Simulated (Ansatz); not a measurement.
Mulliken charges of C3H6O (`CC1CO1`) from PBE/def2-TZVPP in Ansatz (PBE0-D4/def2-TZVP geometry).

```
atom   x (Å)   y (Å)   z (Å)  charge (e)
  C1   0.211   0.403  -1.163      -0.216
  C2   0.449  -0.234   0.169       0.069
  C3  -0.547  -0.202   1.235      -0.009
  O4  -0.331  -1.381   0.476      -0.294
  H5  -0.859   0.463  -1.373       0.080
  H6   0.629   1.413  -1.185       0.073
  H7   0.685  -0.177  -1.958       0.085
  H8   1.493  -0.328   0.468       0.078
  H9  -1.496   0.298   1.056       0.062
 H10  -0.234  -0.255   2.275       0.071
```

Task: By hand: the dipole of these point charges (1 e Å = 4.8032 D).

Result: Σ q r = (0.130, 0.405, 0.013) e Å, of length 0.426 e Å = 2.05 D.

Task: How does the dipole of the full density compare? (Best estimate.)

Result: Computed: (0.092, 0.355, 0.014) e Å, 1.76 D; the point charges give 1.16 times that, at 3° from its direction.

Point charges leave out the atoms' own dipoles, such as those of lone pairs, and Mulliken's split depends on the basis, so the two needn't agree.
